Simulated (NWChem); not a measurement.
**C2H4NO (SMILES [H]/N=C/C[O]): levels of theory compared**

We compute a comparison of 5 runs (UHF/STO-3G, UHF/3-21G, UB3LYP/6-31G*, UPBE0/pcseg-1) of C2H4NO. 

Program for the calculation: NWChem 7.3.0.

### Step 1. The system as given

The species is C2H4NO (8 atoms), meant as a doublet with charge 0. SMILES: `[H]/N=C/C[O]`. The shape is that of a GFN2-xTB optimisation.

Bond lengths: N1–C2 1.240 Å, C2–C3 1.547 Å, C3–O4 1.303 Å, N1–H5 1.013 Å, C2–H6 1.092 Å, C3–H7 1.119 Å, C3–H8 1.108 Å. Angles: N1–C2–C3 118.2°, C2–C3–O4 114.1°, N1–C2–H6 128.9°, C3–C2–H6 112.8°, C2–N1–H5 120.7°, C2–C3–H7 98.8°, C2–C3–H8 108.7°, O4–C3–H7 110.7°, O4–C3–H8 115.6°, H7–C3–H8 107.4°.

### Step 2. Energy and forces at UHF/STO-3G (run 1)

Contents of a.nw:

```
start a
memory stack 880 mb heap 220 mb global 1100 mb

geometry units angstrom noautosym nocenter noautoz
 N    -0.011310    1.495530   -0.162400
 C    -0.439520    0.333910   -0.227100
 C     0.474850   -0.811410    0.266890
 O     0.280500   -1.946860   -0.342690
 H    -0.559440    2.269160   -0.518830
 H    -1.389870   -0.024930   -0.627020
 H     0.123020   -0.866470    1.328090
 H     1.521770   -0.448930    0.283080
end

basis spherical bse
 * library STO-3G
end

scf
 doublet
 uhf
 thresh 1e-08
 maxiter 80
end

task scf gradient
```

Started as:

```console
nwchem a.nw > a.out
```

The program printed:

```text
[...]
  functions       =    24
[...]
  wavefunction    = UHF
[...]
         Total SCF energy =   -204.620593420042
      One electron energy =   -498.078408220422
      Two electron energy =    183.422094549452
 Nuclear repulsion energy =    110.035720250928
                       Sz =      0.5000
                 Sz(Sz+1) =      0.7500
                      S^2 =      0.9278
[...]
                         UHF ENERGY GRADIENTS
    atom               coordinates                        gradient
                 x          y          z           x          y          z
   1 N      -0.021373   2.826142  -0.306892   -0.065888  -0.062242  -0.018927
   2 C      -0.830572   0.630998  -0.429157    0.027034   0.069960   0.023375
   3 C       0.897336  -1.533343   0.504349   -0.013321  -0.142596  -0.092584
   4 O       0.530068  -3.679032  -0.647590    0.022659   0.133709   0.068613
   5 H      -1.057188   4.288091  -0.980447    0.032154  -0.011717   0.011382
   6 H      -2.626473  -0.047111  -1.184896    0.004782  -0.005027   0.001297
   7 H       0.232474  -1.637391   2.509726   -0.014574   0.015089   0.008034
   8 H       2.875728  -0.848355   0.534944    0.007154   0.002823  -0.001191
[...]
```

Run time: 6.3 s. Hardware: 1 thread of Intel Xeon 6975P-C (Granite Rapids), shared host; peak memory 0.094 GiB.

### Step 3. Energy and gradient at UHF/3-21G (run 2)

Contents of calc.xyz:

```xyz
8
C2H4NO gradient
N     -0.011310     1.495530    -0.162400
C     -0.439520     0.333910    -0.227100
C      0.474850    -0.811410     0.266890
O      0.280500    -1.946860    -0.342690
H     -0.559440     2.269160    -0.518830
H     -1.389870    -0.024930    -0.627020
H      0.123020    -0.866470     1.328090
H      1.521770    -0.448930     0.283080
```

Contents of calc.nw:

```
start calc
title "C2H4NO gradient"
memory 2200 mb

geometry units angstrom noautosym nocenter noautoz
 load calc.xyz
end

basis spherical bse
 * library 3-21G
end

scf
 nopen 1
 uhf
 thresh 1e-08
 maxiter 80
end

task scf gradient
```

Started as:

```console
nwchem calc.nw > calc.out
```

The program printed:

```text
[...]
  functions       =    44
[...]
  wavefunction    = UHF
[...]
         Total SCF energy =   -206.126338064144
      One electron energy =   -498.343603738467
      Two electron energy =    182.181545423395
 Nuclear repulsion energy =    110.035720250928
                       Sz =      0.5000
                 Sz(Sz+1) =      0.7500
                      S^2 =      0.7736
[...]
                         UHF ENERGY GRADIENTS
    atom               coordinates                        gradient
                 x          y          z           x          y          z
   1 N      -0.021373   2.826142  -0.306892   -0.010089  -0.022269   0.000585
   2 C      -0.830572   0.630998  -0.429157   -0.003816   0.024003   0.014884
   3 C       0.897336  -1.533343   0.504349   -0.006079  -0.106534  -0.057548
   4 O       0.530068  -3.679032  -0.647590    0.015742   0.085400   0.039823
   5 H      -1.057188   4.288091  -0.980447    0.006235   0.006351  -0.003163
   6 H      -2.626473  -0.047111  -1.184896   -0.003917  -0.005759  -0.002401
   7 H       0.232474  -1.637391   2.509726   -0.013195   0.013819   0.009180
   8 H       2.875728  -0.848355   0.534944    0.015119   0.004990  -0.001359
[...]
```

It took 7.8 s on 1 thread of Intel Xeon 6975P-C (Granite Rapids), shared host; peak memory 0.094 GiB.

Runs 3 to 4 aren't shown in full; the table further down has their settings and results.

### Step 4. Energy and gradient at UB3LYP/6-31G(d) (Cartesian functions) (run 5)

Contents of run.py:

```python
from ase import Atoms
from ase.calculators.nwchem import NWChem

atoms = Atoms('NCCOHHHH', positions=[
    [-0.011310, 1.495530, -0.162400],
    [-0.439520, 0.333910, -0.227100],
    [0.474850, -0.811410, 0.266890],
    [0.280500, -1.946860, -0.342690],
    [-0.559440, 2.269160, -0.518830],
    [-1.389870, -0.024930, -0.627020],
    [0.123020, -0.866470, 1.328090],
    [1.521770, -0.448930, 0.283080],
])

calc = NWChem(
    label='struct',
    theory='dft',
    memory='2200 mb',
    basis='6-31G*',
    dft={'xc': 'b3lyp', 'mult': '2', 'grid': 'xfine', 'convergence': 'energy 1e-08', 'iterations': '100', 'mulliken': None},
)
atoms.calc = calc

forces = atoms.get_forces()
print(f"energy = {atoms.get_potential_energy():.6f} eV")
print("forces (eV/A):")
for s, f in zip(atoms.symbols, forces):
    print(f"{s:2s} {f[0]:10.5f} {f[1]:10.5f} {f[2]:10.5f}")
```

Started as:

```console
export ASE_NWCHEM_COMMAND="nwchem PREFIX.nwi > PREFIX.nwo"
python run.py
```

The program printed:

```text
energy = -5673.090951 eV
forces (eV/A):
N     1.33399    1.34947    0.33913
C    -0.30982   -1.07205   -0.39240
C     0.21129    2.02058    0.69420
O    -0.40042   -1.78872   -0.69872
H    -0.64236   -0.09467   -0.14840
H    -0.36618    0.00401   -0.08695
H     0.19571   -0.40577    0.06325
H    -0.02216   -0.01286    0.22996
```

The calculator wrote struct.nwi:

```
title "struct"

permanent_dir struct

scratch_dir struct

start struct

geometry units angstrom nocenter noautosym noautoz
  N  -1.1310000000000001e-02 1.4955300000000000e+00 -1.6239999999999999e-01
  C  -4.3952000000000002e-01 3.3390999999999998e-01 -2.2710000000000000e-01
  C  4.7484999999999999e-01 -8.1140999999999996e-01 2.6689000000000002e-01
  O  2.8050000000000003e-01 -1.9468600000000000e+00 -3.4268999999999999e-01
  H  -5.5944000000000005e-01 2.2691599999999998e+00 -5.1883000000000001e-01
  H  -1.3898699999999999e+00 -2.4930000000000001e-02 -6.2702000000000002e-01
  H  1.2302000000000000e-01 -8.6646999999999996e-01 1.3280900000000000e+00
  H  1.5217700000000001e+00 -4.4893000000000000e-01 2.8308000000000000e-01
end

memory 2200 mb

basis noprint
   * library 6-31G*
end

dft
  xc b3lyp
  mult 2
  grid xfine
  convergence energy 1e-08
  iterations 100
  mulliken
end

task dft gradient
```

struct.nwo:

```text
Northwest Computational Chemistry Package (NWChem) 7.3.0
             --------------------------------------------------------

           Job information
           ---------------

    nwchem branch   = 7.3.0
    use scalapack   = T
    input           = struct.nwi
    prefix          = struct.
    data base       = struct/struct.db
    status          = startup
    nproc           =        1

           Memory information
           ------------------

    heap     =     72089596 doubles =      550.0 Mbytes
    stack    =     72089601 doubles =      550.0 Mbytes
    global   =    144179200 doubles =     1100.0 Mbytes (distinct from heap & stack)
    total    =    288358397 doubles =     2200.0 Mbytes
    verify   = yes
    hardfail = no

           Directory information
           ---------------------

  0 permanent = struct
  0 scratch   = struct

                                NWChem Input Module
                                -------------------

                                      struct
                                      ------

[... 26 lines left out ...]
            Nuclear Dipole moment (a.u.)
[... 84 lines left out ...]
          Convergence on energy requested:  1.00D-08
[... 25 lines left out ...]
          Spatial weights used:  Erf1
[... 4 lines left out ...]
          total energy or number of iterations.
[... 28 lines left out ...]
 2-e energy   =     179.576315
[... 62 lines left out ...]
      One electron energy =     -500.523754825785
[... 2 lines left out ...]
 Nuclear repulsion energy =      110.035720250928
[... 1084 lines left out ...]
          Convergence on energy requested:  1.00D-08
[... 25 lines left out ...]
          Spatial weights used:  Erf1
[... 4 lines left out ...]
          total energy or number of iterations.
[... 18 lines left out ...]
                            NWChem DFT Gradient Module
                            --------------------------

                                      struct

  charge          =   0.00
  wavefunction    = open shell

                         DFT ENERGY GRADIENTS

    atom               coordinates                        gradient
                 x          y          z           x          y          z
   1 N      -0.021373   2.826142  -0.306892   -0.025942  -0.026243  -0.006595
   2 C      -0.830572   0.630998  -0.429157    0.006025   0.020848   0.007631
   3 C       0.897336  -1.533343   0.504349   -0.004109  -0.039294  -0.013500
[... 4 lines of this table left out ...]
   8 H       2.875728  -0.848355   0.534944    0.000431   0.000250  -0.004472

                 ----------------------------------------
                 |  Time  |  1-e(secs)   |  2-e(secs)   |
                 ----------------------------------------
                 |  CPU   |       0.00   |       1.02   |
                 ----------------------------------------
                 |  WALL  |       0.00   |       1.02   |
                 ----------------------------------------

 Task  times  cpu:       66.0s     wall:       66.0s
 Total times  cpu:       66.0s     wall:       66.0s
```

Run time: 67 s. Hardware: 1 thread of Intel Xeon 6975P-C (Granite Rapids), shared host; peak memory 0.13 GiB.

### Step 5. All runs side by side

| run | level | iteration cap | module | energy (Eh) | dipole moment (D) | HOMO energy (eV) | LUMO energy (eV) | wall time |
| --- | --- | --- | --- | --- | --- | --- | --- | --- |
| 1 | UHF/STO-3G | 80 | scf | -204.620593 | 1.54 | -8.75 | 8.22 | 6.3 s |
| 2 | UHF/3-21G | 80 | scf | -206.126338 | 1.93 | -10.60 | 3.37 | 7.8 s |
| 3 | UB3LYP/6-31G* (spherical functions) | 100 | dft | -208.477849 | – | – | – | 65 s |
| 4 | UPBE0/pcseg-1 | 100 | dft | -208.207831 | – | – | – | 70 s |
| 5 | UB3LYP/6-31G* (Cartesian functions) | 100 | dft | -208.482249 | 2.04 | -6.89 | -3.83 | 67 s |

### Step 6. What came out

| quantity | value |
| --- | --- |
| run 5: total energy | -208.48225 Eh |
| run 5: dipole moment | 2.04 D |
| run 5: HOMO energy (highest over α and β) | -6.89 eV |
| run 5: LUMO energy (lowest over α and β) | -3.83 eV |
| run 5: ⟨S²⟩ | 0.754 |
| run 5: largest force on an atom | 2.147 eV/Å |

In words: Over runs 1, 2, 5 the dipole moment (its size) runs from 1.54 D (UHF/STO-3G) to 2.04 D (UB3LYP/6-31G*). The two ends differ in method and basis. Totals of different functionals can't be ranked against each other. In run 1 the basis is minimal, so the values are rough. Spin contamination of the reference: run 1 ⟨S²⟩ = 0.93. All runs together took 3.6 min, the longest 70 s.
